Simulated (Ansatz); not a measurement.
# One shape, several levels: AlH3Cl− (SMILES [AlH3-][Cl])

Wanted: a comparison of 6 runs (HF/STO-3G, BLYP/STO-3G, CAM-B3LYP/STO-3G, UPBE/STO-3G, CCSDT(Q)/STO-3G, CCSD(T)/STO-3G) of AlH3Cl−. 

The calculation is run with Ansatz 0.2.0.

5 further runs of the same task are left out: 3 that didn't finish, 2 set aside as unsound or not needed.

## 1. The system as given

AlH3Cl−: 5 atoms, total charge -1, spin state singlet. As SMILES, `[AlH3-][Cl]`. The H5–Al1 distance was set to 2.010 Å, away from the relaxed value.

Bond lengths: Al1–Cl2 2.098 Å, Al1–H3 1.609 Å, Al1–H4 1.608 Å. Angles: Cl2–Al1–H3 107.0°, Cl2–Al1–H4 107.0°, H3–Al1–H4 111.8°.

## 2. A single-point energy at HF/STO-3G (run 1)

The input, job.yaml:

```yaml
basis:
  gaussian:
    orbitals: STO-3G
crystal:
  periodic: [false, false, false]
  atoms:
    - symbol: Al
      position_ang: [-0.210487, 0.091841, -0.308323]
    - symbol: Cl
      position_ang: [-1.882367, 0.090171, 0.958427]
    - symbol: H
      position_ang: [-0.093557, 1.570771, -0.930013]
    - symbol: H
      position_ang: [-0.479837, -1.014129, -1.444123]
    - symbol: H
      position_ang: [1.387660, -0.369540, 0.820730]
total_charge: -1
hamiltonian:
  xc: hf
accuracy: high
```

On the command line:

```
$ ansatz run job.yaml --threads 1 --pin off --max-ram 2610MiB --events-out events.jsonl --progress --plain --runs-dir runs
```

Log:

```text
Warning: RAYON_NUM_THREADS=1 ignored (pool sized by the plan → 1); use --threads N
Functional definition: HF
  name "HF"
  exchange = exact_x
  correlation = 0
362 factors; integrals over basis functions are off by at most 7.8e-9 eV
mean field evaluation 1: about -18917.2940 eV, gradient 1.6e1 eV
mean field evaluation 2: about -18917.3021 eV, gradient 1.6e1 eV
mean field evaluation 4: about -18918.6324 eV, gradient 7.1e-1 eV
mean field evaluation 8: about -18918.6328 eV, gradient 9.4e-5 eV
mean field -18918.63284764 eV, -695.2469336407 hartree, gradient 5.6e-9 eV, S^2 0.000000; 0 other end points of the search recorded, 0 dependent functions left out
reference -18918.63284764 eV, -695.2469336407 hartree; 17, 17 occupied and 4, 4 virtual orbitals, 362 factors
Total energy: -18918.63284764 eV, -695.2469336407 hartree
```

It took 0.26 s on 1 thread of Intel Xeon Platinum 8259CL at 2.50GHz (Skylake/Cascade Lake), shared host.

## 3. The energy at BLYP/STO-3G (run 2)

The input, job.yaml:

```yaml
crystal:
  periodic: [false, false, false]
  atoms:
    - {symbol: Al, position_ang: [-0.210487, 0.091841, -0.308323]}
    - {symbol: Cl, position_ang: [-1.882367, 0.090171, 0.958427]}
    - {symbol: H, position_ang: [-0.093557, 1.570771, -0.930013]}
    - {symbol: H, position_ang: [-0.479837, -1.014129, -1.444123]}
    - {symbol: H, position_ang: [1.387660, -0.369540, 0.820730]}
basis:
  gaussian: {orbitals: STO-3G}
total_charge: -1
accuracy: high
hamiltonian: {xc: {name: BLYP}}
```

On the command line:

```
$ ansatz run job.yaml --threads 1 --pin off --max-ram 2610MiB --events-out events.jsonl --progress --plain --runs-dir runs
```

Log:

```text
Warning: RAYON_NUM_THREADS=1 ignored (pool sized by the plan → 1); use --threads N
Functional definition: BLYP
  name "BLYP"
  parameter beta = 0.0042
  parameter a = 0.04918
  parameter b = 0.132
  parameter c = 0.2533
  parameter d = 0.349
  exchange = b88_x(beta = beta)
  correlation = lyp_c(a = a, b = b, c = c, d = d)
362 factors; integrals over basis functions are off by at most 7.8e-9 eV
mean field evaluation 1: about -18944.8140 eV, gradient 3.1e1 eV
mean field evaluation 2: about -18941.7484 eV, gradient 4.0e1 eV
mean field evaluation 4: about -18948.6154 eV, gradient 1.2e0 eV
mean field evaluation 8: about -18948.5638 eV, gradient 2.4e-3 eV
mean field evaluation 16: about -18948.5638 eV, gradient 2.7e-8 eV
mean field -18948.56379808 eV, -696.3468757815 hartree, gradient 2.7e-8 eV, S^2 0.000000; 0 other end points of the search recorded, 0 dependent functions left out
reference -18948.56383682 eV, -696.3468772052 hartree; 17, 17 occupied and 4, 4 virtual orbitals, 362 factors
Total energy: -18948.56383682 eV, -696.3468772052 hartree
```

Run time: 1.7 s. Hardware: 1 thread of Intel Xeon Platinum 8259CL at 2.50GHz (Skylake/Cascade Lake), shared host; peak memory 0.12 GiB.

Runs 3 to 5 aren't shown in full; the table further down has their settings and results.

## 4. A single-point energy at CCSD(T)/STO-3G (run 6)

The input, input.yaml:

```yaml
crystal:
  periodic: [false, false, false]
  atoms:
    - symbol: Al
      position_ang: [-0.210487, 0.091841, -0.308323]
    - symbol: Cl
      position_ang: [-1.882367, 0.090171, 0.958427]
    - symbol: H
      position_ang: [-0.093557, 1.570771, -0.930013]
    - symbol: H
      position_ang: [-0.479837, -1.014129, -1.444123]
    - symbol: H
      position_ang: [1.387660, -0.369540, 0.820730]
basis:
  gaussian: {orbitals: STO-3G}
correlation: {method: ccsd_t, frozen_orbitals: {Al: 5, Cl: 5, H: 0}}
accuracy: high
scf: {omitted_lower_state_checks: [cluster_reference, increment]}
total_charge: -1
```

On the command line:

```
$ ansatz run input.yaml --threads 1 --pin off --max-ram 2610MiB --events-out events.jsonl --progress --plain --runs-dir runs
```

Log:

```text
Warning: RAYON_NUM_THREADS=1 ignored (pool sized by the plan → 1); use --threads N
[... 11 lines left out ...]
10 core orbitals not correlated: weight in the atoms' cores, before any rotation towards them, 0.999 or more for the frozen orbitals, at most 0.000 for the correlated occupied ones
[... 20 lines left out ...]
Total energy: -18920.34176580 eV, -695.3097352250 hartree
Checks for a lower state left out: cluster_reference, increment
```

It took 0.3 s on 1 thread of Intel Xeon Platinum 8259CL at 2.50GHz (Skylake/Cascade Lake), shared host.

## 5. All runs side by side

| run | level | frozen core orbitals | energy (Eh) | wall time |
| --- | --- | --- | --- | --- |
| 1 | HF/STO-3G | – | -695.246934 | 0.26 s |
| 2 | BLYP/STO-3G | – | -696.346877 | 1.7 s |
| 3 | CAM-B3LYP/STO-3G | – | -696.399697 | 2.3 s |
| 4 | UPBE/STO-3G | – | -696.071375 | 3 s |
| 5 | CCSDT(Q)/STO-3G | 10 | -695.309877 | 0.53 s |
| 6 | CCSD(T)/STO-3G | 10 | -695.309735 | 0.3 s |

## 6. What came out

| quantity | value |
| --- | --- |
| run 6: total energy | -695.30974 Eh |
| run 6: correlation energy (10 core orbitals frozen) | -62.8 mEh |
| run 6: (T) correction | -0.52 mEh |
| run 6: T1 diagnostic | 0.010 |

What this shows: Below the HF energy at the same shape and in the same basis (STO-3G): CCSDT(Q) -62.9 mEh; CCSD(T) -62.8 mEh. Totals of different functionals can't be ranked against each other. In runs 1, 2, 3, 4, 5, 6 the basis is minimal, so the values are rough. All runs together took 8.1 s, the longest 3 s.
